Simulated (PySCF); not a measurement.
C₃H₇Cl, SMILES ClCCC.

Geometry optimised at PBE0-D3(BJ)/def2-SVP. The values are those of a single conformer.

Calculation: TDA-LC-ωPBE/def2-SVPD (PySCF 2.14.0).

Vertical excitations. Isolated molecule, no solvent.

```json
[
 {"state": "S1", "energy (eV)": "7.69", "λ (nm)": "161", "f": "0.001", "main pairs": "HOMO→LUMO+1 59 %, HOMO→LUMO+7 14 %"},
 {"state": "S2", "energy (eV)": "7.80", "λ (nm)": "159", "f": "0.002", "main pairs": "HOMO−1→LUMO+1 59 %, HOMO−1→LUMO+7 12 %"},
 {"state": "S3", "energy (eV)": "8.86", "λ (nm)": "140", "f": "0.020", "main pairs": "HOMO→LUMO 58 %, HOMO→LUMO+2 10 %"},
 {"state": "S4", "energy (eV)": "9.01", "λ (nm)": "138", "f": "0.059", "main pairs": "HOMO−1→LUMO 57 %, HOMO−1→LUMO+4 9 %, HOMO−1→LUMO+2 9 %"},
 {"state": "S5", "energy (eV)": "9.79", "λ (nm)": "127", "f": "0.069", "main pairs": "HOMO→LUMO+3 47 %, HOMO→LUMO+2 24 %, HOMO→LUMO+4 8 %"},
 {"state": "S6", "energy (eV)": "9.84", "λ (nm)": "126", "f": "0.028", "main pairs": "HOMO−1→LUMO+3 28 %, HOMO−2→LUMO 17 %, HOMO−1→LUMO+2 13 %, HOMO→LUMO+5 7 %"},
 {"state": "S7", "energy (eV)": "9.94", "λ (nm)": "125", "f": "0.002", "main pairs": "HOMO−2→LUMO 35 %, HOMO−1→LUMO+3 23 %, HOMO−1→LUMO+2 10 %"},
 {"state": "S8", "energy (eV)": "9.95", "λ (nm)": "125", "f": "0.021", "main pairs": "HOMO−2→LUMO 22 %, HOMO→LUMO+5 13 %, HOMO→LUMO+3 11 %, HOMO→LUMO+1 8 %"},
 {"state": "S9", "energy (eV)": "10.03", "λ (nm)": "124", "f": "0.061", "main pairs": "HOMO−1→LUMO+2 20 %, HOMO−1→LUMO+5 19 %, HOMO−1→LUMO+1 13 %, HOMO−1→LUMO+3 7 %"},
 {"state": "S10", "energy (eV)": "10.16", "λ (nm)": "122", "f": "0.034", "main pairs": "HOMO−3→LUMO 24 %, HOMO→LUMO+4 11 %, HOMO→LUMO+7 11 %, HOMO→LUMO 10 %"},
 {"state": "T1", "energy (eV)": "6.85", "λ (nm)": "181", "f": "0", "main pairs": "HOMO→LUMO+1 52 %, HOMO→LUMO+7 17 %, HOMO→LUMO 8 %"},
 {"state": "T2", "energy (eV)": "6.94", "λ (nm)": "179", "f": "0", "main pairs": "HOMO−1→LUMO+1 52 %, HOMO−1→LUMO+7 18 %"},
 {"state": "T3", "energy (eV)": "8.59", "λ (nm)": "144", "f": "0", "main pairs": "HOMO→LUMO 51 %, HOMO→LUMO+2 10 %, HOMO→LUMO+4 10 %"},
 {"state": "T4", "energy (eV)": "8.75", "λ (nm)": "142", "f": "0", "main pairs": "HOMO−1→LUMO 52 %, HOMO−1→LUMO+4 9 %, HOMO−1→LUMO+1 9 %, HOMO−1→LUMO+2 8 %"}
]
```
Triplets are in the Tamm–Dancoff approximation.
